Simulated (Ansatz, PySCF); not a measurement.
Molecule: C$_{3}$H$_{3}$, charge 0, multiplicity 2. It need not be the lowest isomer of its formula. SMILES: [CH]1C=C1
Coordinates optimised at B3LYP-D3(BJ)/def2-TZVP (Ansatz, an electronic-structure program):
```xyz
6

C      0.0018     0.0071     0.8842
C      0.0467    -0.6576    -0.4096
C      0.0561     0.6501    -0.4202
H     -0.7909     0.0189     1.6308
H      0.0705    -1.5781    -0.9660
H      0.0930     1.5610    -0.9914
```
Charge 0, spin multiplicity 2.

Wanted: atomisation energy (electronic, to ground-state atoms), in kJ/mol. Valence correlation only, unless marked. UHF or UKS for open shells. Spin-orbit coupling is left out. Non-relativistic. The coupled-cluster limit lacks core correlation, which all-electron functionals hold. Basis-set limits of correlation are two-point, X^-3; Hartree-Fock from the larger set. The bracket is a focal-point correction in the basis named.

| level | program | atomisation energy (kJ/mol) |
|---|---|---|
| HF-D4/def2-TZVPD | PySCF + dftd4 | (withheld) |
| BLYP-D3(BJ)/def2-TZVPD | Ansatz + dftd3 | 2417.3 |
| r2SCAN-D3(BJ)/def2-TZVPD | Ansatz + dftd3 | 2434.5 |
| r2SCAN-D4/def2-TZVPD | Ansatz + dftd4 | 2434.2 |
| PBE0/def2-TZVPD | Ansatz | (withheld) |
| BHLYP/def2-TZVPD | Ansatz | 2318.3 |
| TPSSh/def2-TZVPD | PySCF | 2427.0 |
| HSE06-D3(BJ)/def2-TZVPD | Ansatz + dftd3 | (withheld) |
| CAM-B3LYP-D4/def2-TZVPD | Ansatz + dftd4 | 2418.3 |
| LC-wPBE/def2-TZVPD | Ansatz | 2432.7 |
| SCS-MP2/6-31G* | Ansatz | 2209.2 |
| SCS-MP2/cc-pVDZ | Ansatz | 2219.4 |
| CCSD/cc-pVTZ | Ansatz | 2282.7 |
| RI-MP2/CBS(cc-pVTZ,cc-pVQZ)+[CCSD(T)-MP2]/cc-pVTZ | Ansatz | (withheld) |

### Question
What belongs in the gaps?

### Answer

- HF-D4/def2-TZVPD, atomisation energy (kJ/mol): 1765.3
- PBE0/def2-TZVPD, atomisation energy (kJ/mol): 2450.2
- HSE06-D3(BJ)/def2-TZVPD, atomisation energy (kJ/mol): 2457.2
- RI-MP2/CBS(cc-pVTZ,cc-pVQZ)+[CCSD(T)-MP2]/cc-pVTZ, atomisation energy (kJ/mol): 2392.7
